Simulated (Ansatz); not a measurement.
Wurtzite MgTe was calculated with rVV10 (PAW; Ansatz, a first-principles code).

Numerical settings: plane-wave cutoff 520 eV, 12×12×6 k mesh (along the axes of the cell as run), Fermi–Dirac smearing 0.01 eV, scalar-relativistic PAW data made under PBE.

Computed points:

```tsv
V (Å³/atom)	E − E_lowest (meV/atom)
32.991	6.46
33.679	1.56
34.366	0.00
35.053	1.44
35.741	5.58
```

Task: Estimate the bulk modulus and its pressure derivative from these points.

Result: V0 = 34.369 Å³/atom, B0 = 34.9 GPa, B′ = 4.2 (fit to the energies at full precision).

Shape and atoms are relaxed at each volume.

Note: the bulk modulus comes from volumes at which shape and atoms were relaxed.

Spin–orbit coupling is not included.

The computed numbers hold no vibrational or temperature effects.
